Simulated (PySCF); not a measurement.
This PySCF input asks for the NMR shieldings of SMILES CC(C)N(C)C, C5H13N; the geometry comes from PBE0-D3(BJ)/def2-TZVP.

```python
import basis_set_exchange as bse
import numpy as np
from pyscf import gto, dft
from pyscf.prop import nmr

atoms = """
C     0.927792    0.992784    0.970942
C     0.626800   -0.371851    0.353305
C     1.699033   -0.758809   -0.652705
N    -0.706922   -0.502918   -0.228223
C    -1.757365   -0.514149    0.757637
C    -1.003789    0.422391   -1.294686
H     1.894378    0.972368    1.479463
H     0.975580    1.772296    0.206071
H     0.172984    1.282395    1.705218
H     0.655046   -1.115714    1.158513
H     1.827539    0.004880   -1.423968
H     1.440627   -1.700785   -1.139368
H     2.662442   -0.876540   -0.151809
H    -1.529685   -1.246856    1.535643
H    -2.698787   -0.806119    0.284858
H    -1.924781    0.462046    1.246993
H    -0.226375    0.391498   -2.058979
H    -1.114509    1.468084   -0.958233
H    -1.944094    0.131157   -1.769551
"""
names = dict.fromkeys(["C", "N", "H"], "pcSseg-2")
basis = {el: gto.basis.parse(bse.get_basis(n, elements=[el], fmt="nwchem")) for el, n in names.items()}
mol = gto.M(atom=atoms, basis=basis, charge=0, verbose=0)
mf = dft.RKS(mol, xc="PBE0")
mf.grids.level = 2
mf.grids.alignment = dft.numint.BLKSIZE   # the property module wants whole blocks of grid points
mf.conv_tol = 1e-9
mf.kernel()

calc = nmr.RKS(mf)   # GIAO
C = mf.mo_coeff
Co = C[:, mf.mo_occ > 0]
resp = mf.gen_response(singlet=True, hermi=2)
def vind(x):   # induced exchange potential for any number of trial vectors
    d = np.einsum("pi,xij,qj->xpq", C, 2 * x.reshape(-1, C.shape[1], Co.shape[1]), Co, optimize=True)
    return np.einsum("xpq,pi,qj->xij", resp(d - d.transpose(0, 2, 1)), C, Co, optimize=True).ravel()
mo1, _ = nmr.rhf.solve_mo1(calc, with_cphf=vind)
sigma = calc.kernel(mo1)
for i, s in enumerate(sigma):   # ppm
    w = np.linalg.eigvalsh((s + s.T) / 2)
    print("%2d %-2s iso %8.1f  s11 %8.1f  s22 %8.1f  s33 %8.1f" % (i, mol.atom_pure_symbol(i), w.mean(), *w))
```

Question: Give the expected output.

Answer: 
```
 0 C  iso    175.3  s11    162.8  s22    174.2  s33    188.9
 1 C  iso    127.0  s11    108.5  s22    113.5  s33    158.9
 2 C  iso    161.3  s11    137.5  s22    157.6  s33    188.7
 3 N  iso    221.6  s11    184.2  s22    227.3  s33    253.3
 4 C  iso    138.7  s11    109.0  s22    121.5  s33    185.5
 5 C  iso    149.8  s11    125.3  s22    138.9  s33    185.2
 6 H  iso     31.0  s11     26.7  s22     28.8  s33     37.6
 7 H  iso     30.9  s11     26.7  s22     30.0  s33     35.9
 8 H  iso     30.2  s11     24.7  s22     29.7  s33     36.3
 9 H  iso     28.7  s11     25.4  s22     27.7  s33     33.1
10 H  iso     30.4  s11     27.0  s22     29.5  s33     34.6
11 H  iso     30.4  s11     26.4  s22     27.9  s33     36.9
12 H  iso     30.5  s11     26.3  s22     28.2  s33     36.9
13 H  iso     29.2  s11     25.3  s22     26.6  s33     35.8
14 H  iso     29.1  s11     25.0  s22     26.5  s33     35.8
15 H  iso     29.2  s11     24.9  s22     27.9  s33     34.6
16 H  iso     29.0  s11     23.9  s22     28.4  s33     34.7
17 H  iso     29.7  s11     25.1  s22     28.6  s33     35.6
18 H  iso     29.5  s11     25.3  s22     27.0  s33     36.2
```

These numbers come from an equivalent density-fitted implementation of the same equations, which agrees with the script to about 0.01 ppm for H and up to a few tenths of a ppm for heavy atoms, so last digits may differ.

Question: Turn these shieldings into chemical shifts. δ = σ(ref) − σ, references computed at the same level: 13C (186.03 ppm), 1H (31.52 ppm) vs TMS; 15N (263.78 ppm) against NH3.

Answer: Averaging equivalent atoms: C 1: 59.0; C 4/5: 41.8; C 0/2: 17.7; N 3: 42.2; H 9: 2.81; H 13/14/15/16/17/18: 2.24; H 6/7/8/10/11/12: 0.97 ppm. Experimental scales use liquid or dissolved standards, which lie at an offset from isolated NH3 (liquid NH3: subtract about 20 ppm).

Size and cost of the density-fitted run: 398 basis functions, 2.2 min wall time (4.4 min CPU) on 2 threads of an Intel Xeon, shared host; peak memory 2.8 GiB.
